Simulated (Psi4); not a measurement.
# UOMP2/aug-cc-pVDZ (density fitting for correlation) run of C2H3Si (SMILES C#C[SiH2])

Aim: the energy change on altering one bond length of C2H3Si at UOMP2/aug-cc-pVDZ (density fitting for correlation), from 2 runs. 

Program for the calculation: Psi4 1.11.

1 further run of the same task is left out (set aside as unsound or not needed).

### 1 The molecule

C2H3Si has 6 atoms, charge 0, and is taken as a doublet. SMILES: `C#C[SiH2]`. Geometry: relaxed at PBE0-D4/def2-TZVP.

Bond lengths: C1–C2 1.210 Å, C2–Si3 1.803 Å, C1–H4 1.066 Å, Si3–H5 1.484 Å, Si3–H6 1.484 Å. Angles: C1–C2–Si3 174.9°, C2–C1–H4 179.3°, C2–Si3–H5 111.4°, C2–Si3–H6 111.4°, H5–Si3–H6 112.5°.

### 2 A single-point energy at UOMP2/aug-cc-pVDZ (density fitting for correlation)

job.py reads:

```python
import psi4

psi4.set_memory('1600 MB')
psi4.set_num_threads(1)
psi4.set_output_file('output.dat', False)

molecule = psi4.geometry("""
0 2
C      1.92695373    -2.46099033     1.01100348
C      0.71053702    -0.66990791     0.27533310
Si    -0.83998326     2.14842963    -0.84943189
H      2.97707454    -4.05232870     1.66182515
H     -2.14975244     1.69054899    -3.28585579
H     -2.54527212     3.22311688     1.09944266
units bohr
symmetry c1
no_reorient
no_com
""")

psi4.set_options({
    'basis': 'aug-cc-pVDZ',
    'reference': 'uhf',
    'puream': True,
    'e_convergence': 1e-09,
    'd_convergence': 1e-08,
    'scf_type': 'pk',
    'num_frozen_docc': 7,
    'maxiter': 200,
})

e_tot = psi4.energy('omp2', molecule=molecule)
print('E =', round(e_tot, 9))
```

On the command line:

```
$ python job.py
```

output.dat:

```text
[...]
  Running in c1 symmetry.
[...]
  Nuclear repulsion =   75.762560992812510
[...]
  Multiplicity = 2
[...]
  Nalpha       = 15
  Nbeta        = 14
[...]
    Number of basis functions: 100
[...]
   @UHF iter   1:  -366.20779387966917   -9.51115e-01   3.56066e-03 DIIS/ADIIS
[...]
   @UHF iter  19:  -366.32274806282766   -1.13118e-11   8.76423e-09 DIIS
[...]
   @S^2 Observed:                8.446884922E-01
[...]
    Orbital Energies [Eh]
    ---------------------
    Alpha Occupied:
       1A    -68.808293     2A    -11.262398     3A    -11.229372
       4A     -6.156284     5A     -4.268448     6A     -4.260089
       7A     -4.259079     8A     -1.040034     9A     -0.789145
      10A     -0.716475    11A     -0.552404    12A     -0.505607
      13A     -0.439270    14A     -0.411031    15A     -0.327941
    Alpha Virtual:
      16A      0.033048    17A      0.048690    18A      0.057511
      19A      0.060809    20A      0.062812    21A      0.089462
      22A      0.107351    23A      0.107865    24A      0.123038
      25A      0.134532    26A      0.154668    27A      0.154717
[...]
  @UHF Final Energy:  -366.32274806282766
   => Energetics <=
    Nuclear Repulsion Energy =             75.7625609928125101
    One-Electron Energy =                -654.5775038539245543
    Two-Electron Energy =                 212.4921947982843733
    Total Energy =                       -366.3227480628277135
  UHF NO Occupations:
  HONO-2 :   13  A 1.9869740
  HONO-1 :   14  A 1.9684383
[...]
 Multipole Moments:
 ------------------------------------------------------------------------------------
     Multipole            Electronic (a.u.)      Nuclear  (a.u.)        Total (a.u.)
 ------------------------------------------------------------------------------------
 L = 1.  Multiply by 2.5417464519 to convert [e a0] to [Debye]
 Dipole X            :         -2.2348110            2.3472288            0.1124179
 Dipole Y            :        -12.3230926           12.1539625           -0.1691301
 Dipole Z            :          4.7678774           -4.6986150            0.0692624
 Magnitude           :                                                    0.2145694
[...]
	Warning: cc_lambda option is changed to TRUE
	For this residual convergence, default PCG convergence is:     1.00e-07
[...]
	DF-SCS-MP2 Total Energy (a.u.)     :  -366.65795214517993
	DF-SOS-MP2 Total Energy (a.u.)     :  -366.65735312067301
[...]
	DF-SCS-OMP2 Total Energy (a.u.)    :  -366.66862734596828
	DF-SOS-OMP2 Total Energy (a.u.)    :  -366.64061718140806
	DF-SCS(N)-OMP2 Total Energy (a.u.) :  -366.46352199952906
[...]
	DF-OMP2 Total Energy (a.u.)        :  -366.67048286606695
[...]
```

On the terminal:

```text
E = -366.670482866
```

It took 47 s on 1 thread of Intel Xeon Platinum 8275CL at 3.00GHz (Skylake/Cascade Lake), shared host; peak memory 0.46 GiB.

### 3 The distorted shape at the same level

job.in reads:

```
memory 1600 mb

molecule mol {
  0 2
  C      1.290425    -1.472913     0.225605
  C      0.646725    -0.525113    -0.163695
  Si    -0.173775     0.966287    -0.758895
  H      1.846125    -2.315013     0.570005
  H     -0.866875     0.723987    -2.048195
  H     -1.346900     1.705600     0.581800
  symmetry c1
  no_reorient
  no_com
}

set {
  reference uhf
  puream true
  e_convergence 1e-09
  d_convergence 1e-08
  scf_type pk
  num_frozen_docc 7
  maxiter 200
}

energy_value = energy('omp2/aug-cc-pVDZ')
```

On the command line:

```
$ psi4 job.in job.out -n 1
```

job.out:

```text
[...]
  Running in c1 symmetry.
[...]
  Nuclear repulsion =   74.374547944385171
[...]
  Multiplicity = 2
[...]
  Nalpha       = 15
  Nbeta        = 14
[...]
    Number of basis functions: 100
[...]
   @UHF iter   1:  -366.15727549161687   -1.02443e+00   3.68411e-03 DIIS/ADIIS
[...]
   @UHF iter  23:  -366.28314904730462   -1.39835e-11   4.93222e-09 DIIS
[...]
   @S^2 Observed:                8.365263816E-01
[...]
    Orbital Energies [Eh]
    ---------------------
    Alpha Occupied:
       1A    -68.838802     2A    -11.270411     3A    -11.236967
       4A     -6.180604     5A     -4.292392     6A     -4.284264
       7A     -4.282627     8A     -1.046713     9A     -0.788330
      10A     -0.715060    11A     -0.551652    12A     -0.463728
      13A     -0.444028    14A     -0.409619    15A     -0.332682
    Alpha Virtual:
      16A      0.031217    17A      0.046395    18A      0.058936
      19A      0.059692    20A      0.063583    21A      0.075598
      22A      0.103770    23A      0.104422    24A      0.120086
      25A      0.131130    26A      0.141819    27A      0.152198
[...]
  @UHF Final Energy:  -366.28314904730462
   => Energetics <=
    Nuclear Repulsion Energy =             74.3745479443851707
    One-Electron Energy =                -651.5155794773099842
    Two-Electron Energy =                 210.8578824856201948
    Total Energy =                       -366.2831490473046188
  UHF NO Occupations:
  HONO-2 :   13  A 1.9887042
  HONO-1 :   14  A 1.9706589
[...]
 Multipole Moments:
 ------------------------------------------------------------------------------------
     Multipole            Electronic (a.u.)      Nuclear  (a.u.)        Total (a.u.)
 ------------------------------------------------------------------------------------
 L = 1.  Multiply by 2.5417464519 to convert [e a0] to [Debye]
 Dipole X            :        -16.3458472           16.6719198            0.3260726
 Dipole Y            :         -3.4931017            3.1264309           -0.3666708
 Dipole Z            :         20.9408878          -21.0694258           -0.1285380
 Magnitude           :                                                    0.5072404
[...]
	Warning: cc_lambda option is changed to TRUE
	For this residual convergence, default PCG convergence is:     1.00e-07
[...]
	DF-SCS-MP2 Total Energy (a.u.)     :  -366.62228366049135
	DF-SOS-MP2 Total Energy (a.u.)     :  -366.62200442742733
[...]
	DF-SCS-OMP2 Total Energy (a.u.)    :  -366.63281261830099
	DF-SOS-OMP2 Total Energy (a.u.)    :  -366.60476549921515
	DF-SCS(N)-OMP2 Total Energy (a.u.) :  -366.42387936269091
[...]
	DF-OMP2 Total Energy (a.u.)        :  -366.63407770197989
[...]
```

Run time: 51 s. Hardware: 1 thread of Intel Xeon Platinum 8275CL at 3.00GHz (Skylake/Cascade Lake), shared host; peak memory 0.46 GiB.

### 4 Results

At UOMP2/aug-cc-pVDZ (density fitting for correlation), 7 core orbitals frozen:

| quantity | value |
| --- | --- |
| first shape: total energy | -366.67048 Eh |
| first shape: HOMO energy (Hartree–Fock orbitals) (highest over α and β) | -8.92 eV |
| first shape: LUMO energy (Hartree–Fock orbitals) (lowest over α and β) | 0.71 eV |
| first shape: correlation energy (7 core orbitals frozen) | -347.7 mEh |
| first shape: ⟨S²⟩ of the reference determinant | 0.845 |
| distorted shape: total energy | -366.63408 Eh |
| distorted shape: HOMO energy (Hartree–Fock orbitals) (highest over α and β) | -9.05 eV |
| distorted shape: LUMO energy (Hartree–Fock orbitals) (lowest over α and β) | 0.55 eV |
| distorted shape: correlation energy (7 core orbitals frozen) | -350.9 mEh |
| distorted shape: ⟨S²⟩ of the reference determinant | 0.837 |
| energy change with the Si3–H6 bond stretched from 1.484 to 1.929 Å | 0.991 eV |

**Reading.** With the Si3–H6 bond stretched from 1.484 to 1.929 Å the energy rises by 0.99 eV (22.8 kcal/mol). The first shape isn't relaxed at this level, so the change isn't measured from a minimum.
